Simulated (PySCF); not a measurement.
CN, SMILES [C]#N (connectivity only; charge and spin as stated), charge -1, multiplicity 1. Heavy atoms are numbered as in [C:1]#[N:2].

Geometry optimised at PBE0-D3(BJ)/def2-TZVPD.

The numbers are results of B3LYP/def2-TZVPD (PySCF), not measurements.

ESP charges are fitted to the potential on shells at 1.4 to 2.0 van der Waals radii. Atomic charges (e), one atom of each kind:

```tsv
atom	ESP fit	meta-Löwdin
C1	[?]	-0.50
N2	[?]	-0.50
```

Question: Fill in the missing entries. (Estimate from the structure and the level; the computed values follow.)

Answer: 
- C1, ESP fit: -0.56
- N2, ESP fit: -0.44
